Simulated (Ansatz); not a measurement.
Gas-phase electronic energies from Ansatz, PBE0-D4/def2-TZVP geometries. CBS: MP2 limit from def2 TZ/QZ plus the TZ coupled-cluster correction, frozen cores. DFT in def2-TZVPP. B3LYP here is the variant with VWN-RPA as its local correlation; programs differ in this. Each species was taken in one conformer, which may not be the lowest.

`FCC1=CC1` → `C=C/C=C\F`  (isomerisation)

Task: Is it downhill or uphill in electronic energy at CCSD(T)/CBS, and by how much? (Best estimate.)

Result: The calculation gave: Downhill: ΔE = -1.52 eV.

Task: What do these levels give: ωB97X-V, B3LYP, CCSD/def2-TZVPP, SCS-MP2/def2-QZVPP, HF/CBS(def2), CCSD/CBS(def2)? (Best estimate.)

Result: Computed: ωB97X-V -1.35, B3LYP -1.60, CCSD/def2-TZVPP -1.50, SCS-MP2/def2-QZVPP -1.44, HF/CBS(def2) -1.61, CCSD/CBS(def2) -1.49 eV.

Largest T1 diagnostic among the species: 0.012.

From PBE to PBE0 (25 % exact exchange), in def2-TZVPP and without D4, ΔE moves by +0.06 eV. In def2-TZVPP, CCSD(T) changes the Hartree–Fock value by +0.08 eV (the triples alone add −0.02 eV) and MP2 by +0.21 eV.
